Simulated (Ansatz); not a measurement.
Species: C₂H, charge 0, doublet. C2H (SMILES C#[C], doublet).
B3LYP-D3(BJ)/def2-TZVP minimum from Ansatz (an electronic-structure program):
```xyz
3

C      0.0000     0.0000    -0.4720
C      0.0000     0.0000     0.7280
H      0.0000     0.0000    -1.5362
```
Charge 0, spin multiplicity 2.

Total energies in aug-cc-pVTZ, 9 correlated electrons, 2 frozen orbitals. Radicals and triplets start from unrestricted determinants; spin-orbit coupling is neglected. Cores are frozen in correlated methods. No relativity. The UHF reference of C2H ([C]#C, doublet) is spin-contaminated (<S^2> up to 0.36 over the pure value in the sets run).

```
method    program  energy (Eh)  minus CCSDT(Q) (mEh)
--------  -------  -----------  --------------------
HF         Ansatz    -76.17800                295.62
MP2        Ansatz    -76.42373                 49.90
CCSD       Ansatz    -76.45603                 17.59
CCSD(T)    Ansatz    -76.47106                  2.56
CCSDT(Q)   Ansatz    -76.47362                  0.00
```

Rough core times of Ansatz's runs on a shared machine: CCSD(T) 50 s, CCSDT(Q) 10 min.
